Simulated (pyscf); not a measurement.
Thermochemistry of product channels of `[O]=[Cr](=[O])([F])[F]` + `[FH]` on the singlet surface, in kcal/mol, from ωB97M-D3(BJ)/def2-TZVP energies (ideal gas, 1 atm, RRHO with modes under 100 cm⁻¹ raised to 100, one conformer, R ln 2 for chiral ones without a mode under 150 cm⁻¹). Single points on ωB97X-D3(BJ)/def2-SVP structures (PySCF, gas phase).

```json
[
 {"products": "`[O]=[CrH](=[O])[F]` + `[F][F]`", "ΔE": "(withheld)", "ΔH(298 K)": "+138.4", "ΔG(298 K)": "+137.0", "ΔG(600 K)": "+135.9"},
 {"products": "`[O]=[Cr]([OH])([F])([F])[F]`", "ΔE": "+20.4", "ΔH(298 K)": "+21.5", "ΔG(298 K)": "+30.9", "ΔG(600 K)": "(withheld)"}
]
```

Q: Complete the blanks.

A: 
- `[O]=[CrH](=[O])[F]` + `[F][F]`, ΔE: +140.3
- `[O]=[Cr]([OH])([F])([F])[F]`, ΔG(600 K): +40.2

These are energies of the channels, which say nothing of barriers.
